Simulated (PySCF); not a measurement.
Molecule: `CN(C)C=O`, C3H7NO.

Structure with atom numbers: `[CH3:1][N:2]([CH3:3])[CH:4]=[O:5]`. Hydrogens are named by the atom that carries them.

Spin–spin couplings on one PBE0-D3(BJ)/def2-SVP geometry, PySCF, gas phase, non-relativistic, equivalent pairs averaged (spin–dipole term only in couplings to heteroatoms); isotopes 13C, 1H; functional B3LYP.

Reference values (Hz): 1J(C1,H(C1)) = 138.0 (measured; liquid or solution (compiled); San Fabian, Garcia de la Vega, Suardiaz et al., Magn. Reson. Chem. 2013, 51, 775 (SI)); 1J(C4,H(C4)) = 191.2 (measured; liquid or solution (compiled); San Fabian, Garcia de la Vega, Suardiaz et al., Magn. Reson. Chem. 2013, 51, 775 (SI)).

Q: How do the couplings (Hz) change with the basis set? Times are CPU seconds on 1 thread of an Arm Neoverse V1, shared host. Far from the basis limit: 6-31G*, pcJ-0, 6-31G-J, def2-TZVP, cc-pVTZ.

A: 
| basis set | functions | 1J(C1,H(C1)) | 1J(C4,H(C4)) | mean abs. error | core-s |
| --- | --- | --- | --- | --- | --- |
| 6-31G* | 84 | 148.4 | 190.4 | 5.6 | 5.7 |
| pcJ-0 | 86 | 121.4 | 178.3 | 14.8 | 5.6 |
| 6-31G-J | 88 | 146.1 | 204.7 | 10.8 | 6.1 |
| def2-TZVP | 197 | 133.9 | 188.0 | 3.7 | 19 |
| pcJ-1 | 205 | 141.6 | 196.7 | 4.5 | 19 |
| cc-pVTZ | 248 | 126.1 | 177.6 | 12.7 | 26 |

Errors compare magnitudes, without vibrational corrections, and the largest couplings weigh most in the mean. Closest: def2-TZVP; furthest: pcJ-0.

The Fermi-contact term samples the wavefunction at the nucleus, which is why sets with added tight s functions (names with J) are made for couplings. Agreement of an ordinary basis with the reference is then largely a cancellation of errors.
